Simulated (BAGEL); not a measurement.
# C2H8Si (SiEtH3): HF/3-21G (density fitting with qzvpp-jkfit)

What is the vertical ionisation energy of C2H8Si (SiEtH3) at HF/3-21G (density fitting with qzvpp-jkfit)? 

The results are computed with BAGEL 1.2.2.

### Step 1. The system as given

C2H8Si: 11 atoms, total charge 0, spin state singlet. SMILES: `[H][Si]([H])([H])CC`. The coordinates come from a GFN2-xTB relaxation.

Bond lengths: Si1–C2 1.902 Å, C2–C3 1.525 Å, C2–H4 1.092 Å, C2–H5 1.092 Å, C3–H6 1.090 Å, C3–H7 1.088 Å, C3–H8 1.088 Å, Si1–H9 1.465 Å, Si1–H10 1.466 Å, Si1–H11 1.465 Å. Some angles: Si1–C2–C3 113.0°, Si1–C2–H4 109.8°, Si1–C2–H5 109.6°, C3–C2–H4 108.9°, C3–C2–H5 109.0°, C2–Si1–H9 109.6°, C2–Si1–H10 109.5°, C2–Si1–H11 109.2°, C2–C3–H6 111.0°, C2–C3–H7 110.7°.

### Step 2. A single-point energy at HF/3-21G (density fitting with qzvpp-jkfit)

hf.json

```json
{ "bagel" : [

{
  "title" : "molecule",
  "basis" : "3-21g",
  "df_basis" : "qzvpp-jkfit",
  "angstrom" : true,
  "geometry" : [
    { "atom" : "Si", "xyz" : [   -0.305440,   -0.417630,   -1.398980 ] },
    { "atom" : "C", "xyz" : [   -0.287510,   -0.416870,    0.502940 ] },
    { "atom" : "C", "xyz" : [    0.524350,    0.732830,    1.090360 ] },
    { "atom" : "H", "xyz" : [    0.119170,   -1.361270,    0.869600 ] },
    { "atom" : "H", "xyz" : [   -1.310740,   -0.357840,    0.879710 ] },
    { "atom" : "H", "xyz" : [    0.505600,    0.708020,    2.179840 ] },
    { "atom" : "H", "xyz" : [    1.562010,    0.673650,    0.768570 ] },
    { "atom" : "H", "xyz" : [    0.123950,    1.691430,    0.766640 ] },
    { "atom" : "H", "xyz" : [    1.069910,   -0.448540,   -1.903060 ] },
    { "atom" : "H", "xyz" : [   -0.970690,    0.795280,   -1.883150 ] },
    { "atom" : "H", "xyz" : [   -1.030600,   -1.599060,   -1.872470 ] }
  ]
},
{ "title" : "hf" },
{ "title" : "print", "file" : "orbitals.molden", "orbitals" : true }

]}
```

The run is started by

```
$ BAGEL_NUM_THREADS=1 BAGEL hf.json > hf.out
```

What it wrote:

```text
* using 1 threads per process

  ===============================================================
  ===============================================================

  *** Geometry ***

  { "atom" : "Si", "xyz" : [     -0.577198,     -0.789206,     -2.643689 ] },
  { "atom" : "C", "xyz" : [     -0.543315,     -0.787770,      0.950419 ] },
  { "atom" : "C", "xyz" : [      0.990878,      1.384848,      2.060482 ] },
  { "atom" : "H", "xyz" : [      0.225199,     -2.572427,      1.643306 ] },
  { "atom" : "H", "xyz" : [     -2.476940,     -0.676220,      1.662411 ] },
  { "atom" : "H", "xyz" : [      0.955446,      1.337964,      4.119301 ] },
  { "atom" : "H", "xyz" : [      2.951771,      1.273014,      1.452387 ] },
  { "atom" : "H", "xyz" : [      0.234232,      3.196339,      1.448740 ] },
  { "atom" : "H", "xyz" : [      2.021837,     -0.847618,     -3.596262 ] },
  { "atom" : "H", "xyz" : [     -1.834338,      1.502861,     -3.558638 ] },
  { "atom" : "H", "xyz" : [     -1.947552,     -3.021785,     -3.538455 ] },

  Number of auxiliary basis functions:      422

  Since a DF basis is specified, we compute 2- and 3-index integrals:
    o Being stored without compression. Storage requirement is 0.007 GB

  Number of basis functions:       47
  Number of electrons      :       34

    * METHOD: MOLECULE                             0.11

  *** RHF ***

  === Nuclear Repulsion ===
   112.6449176476

      * DIIS with orbital gradients will be used.

  === RHF iteration (3-21g) ===
      0       -367.28418894          0.01708048           0.02
      1       -367.33397545          0.00502911           0.02
      2       -367.33951653          0.00165761           0.02
      3       -367.34002162          0.00009495           0.02
      4       -367.34002485          0.00003245           0.02
      5       -367.34002514          0.00000383           0.02
      6       -367.34002514          0.00000111           0.02
      7       -367.34002514          0.00000029           0.02
      8       -367.34002514          0.00000004           0.02
      9       -367.34002514          0.00000001           0.02
     10       -367.34002514          0.00000000           0.02
    * SCF iteration converged.

    * Permanent dipole moment:
           (   -0.004898,    -0.002539,    -0.218690) a.u.

    * METHOD: HF                                   0.32

    * METHOD: PRINT                                0.00

  ===============================================================
```

Wall time 0.6 s (1 thread of Arm Neoverse V2, shared host).

### Step 3. The doublet cation at the same level

calc.json

```json
{ "bagel" : [

{
  "title" : "molecule",
  "basis" : "3-21g",
  "df_basis" : "qzvpp-jkfit",
  "angstrom" : "true",
  "geometry" : [
    { "atom" : "Si", "xyz" : [      -0.305440,      -0.417630,      -1.398980 ] },
    { "atom" : "C", "xyz" : [      -0.287510,      -0.416870,       0.502940 ] },
    { "atom" : "C", "xyz" : [       0.524350,       0.732830,       1.090360 ] },
    { "atom" : "H", "xyz" : [       0.119170,      -1.361270,       0.869600 ] },
    { "atom" : "H", "xyz" : [      -1.310740,      -0.357840,       0.879710 ] },
    { "atom" : "H", "xyz" : [       0.505600,       0.708020,       2.179840 ] },
    { "atom" : "H", "xyz" : [       1.562010,       0.673650,       0.768570 ] },
    { "atom" : "H", "xyz" : [       0.123950,       1.691430,       0.766640 ] },
    { "atom" : "H", "xyz" : [       1.069910,      -0.448540,      -1.903060 ] },
    { "atom" : "H", "xyz" : [      -0.970690,       0.795280,      -1.883150 ] },
    { "atom" : "H", "xyz" : [      -1.030600,      -1.599060,      -1.872470 ] }
  ]
},

{ "title" : "uhf", "charge" : 1, "nopen" : 1 },

{ "title" : "print", "file" : "orbitals.molden", "orbitals" : "true" }

]}
```

The run is started by

```
$ BAGEL_NUM_THREADS=1 BAGEL calc.json > calc.out
```

What it wrote:

```text
* using 1 threads per process

  ===============================================================
  ===============================================================

  *** Geometry ***

  { "atom" : "Si", "xyz" : [     -0.577198,     -0.789206,     -2.643689 ] },
  { "atom" : "C", "xyz" : [     -0.543315,     -0.787770,      0.950419 ] },
  { "atom" : "C", "xyz" : [      0.990878,      1.384848,      2.060482 ] },
  { "atom" : "H", "xyz" : [      0.225199,     -2.572427,      1.643306 ] },
  { "atom" : "H", "xyz" : [     -2.476940,     -0.676220,      1.662411 ] },
  { "atom" : "H", "xyz" : [      0.955446,      1.337964,      4.119301 ] },
  { "atom" : "H", "xyz" : [      2.951771,      1.273014,      1.452387 ] },
  { "atom" : "H", "xyz" : [      0.234232,      3.196339,      1.448740 ] },
  { "atom" : "H", "xyz" : [      2.021837,     -0.847618,     -3.596262 ] },
  { "atom" : "H", "xyz" : [     -1.834338,      1.502861,     -3.558638 ] },
  { "atom" : "H", "xyz" : [     -1.947552,     -3.021785,     -3.538455 ] },

  Number of auxiliary basis functions:      422

  Since a DF basis is specified, we compute 2- and 3-index integrals:
    o Being stored without compression. Storage requirement is 0.007 GB

  Number of basis functions:       47
  Number of electrons      :       34

    * METHOD: MOLECULE                             0.12

  *** Open-shell HF ***

  === Nuclear Repulsion ===
   112.6449176476

      * DIIS with orbital gradients will be used.

  === UHF iteration (3-21g) ===
      0       -366.89797653          0.02727124           0.04
      1       -366.95618485          0.00819157           0.04
      2       -366.96167177          0.00374331           0.04
      3       -366.96310091          0.00184998           0.04
      4       -366.96404180          0.00095760           0.04
      5       -366.96447541          0.00026955           0.04
      6       -366.96450956          0.00016685           0.04
      7       -366.96452649          0.00010095           0.04
      8       -366.96453349          0.00005394           0.04
      9       -366.96453588          0.00002770           0.04
     10       -366.96453654          0.00001366           0.04
     11       -366.96453673          0.00000717           0.04
     12       -366.96453677          0.00000462           0.04
     13       -366.96453679          0.00000276           0.04
     14       -366.96453680          0.00000149           0.05
     15       -366.96453680          0.00000099           0.04
     16       -366.96453680          0.00000075           0.04
     17       -366.96453680          0.00000045           0.05
     18       -366.96453680          0.00000023           0.05
     19       -366.96453680          0.00000014           0.04
     20       -366.96453680          0.00000009           0.05
     21       -366.96453680          0.00000006           0.04
     22       -366.96453680          0.00000003           0.04
     23       -366.96453680          0.00000002           0.04
     24       -366.96453680          0.00000001           0.04
     25       -366.96453680          0.00000001           0.04
    * SCF iteration converged.

    * S^2 (UHF) is 0.7567

    * Permanent dipole moment:
           (    0.145308,     0.211972,    -0.468500) a.u.

    * METHOD: UHF                                  1.23

    * METHOD: PRINT                                0.00

  ===============================================================
```

Run time: 1.5 s. Hardware: 1 thread of Arm Neoverse V2, shared host.

### Step 4. Outcome

At HF/3-21G (density fitting with qzvpp-jkfit):

```
                                          quantity          value
                      singlet C2H8Si: total energy  -367.34003 Eh
                     singlet C2H8Si: dipole moment         0.56 D
                       singlet C2H8Si: HOMO energy      -11.47 eV
                       singlet C2H8Si: LUMO energy        4.81 eV
                     singlet C2H8Si: HOMO–LUMO gap       16.28 eV
                      doublet cation: total energy  -366.96454 Eh
                              doublet cation: ⟨S²⟩          0.757
vertical ionisation energy (to the doublet cation)      10.218 eV
```

**Reading.** The vertical ionisation energy comes to 10.22 eV (986 kJ/mol). −ε(HOMO) before ionisation, 11.47 eV, is 1.25 eV above this ionisation energy.
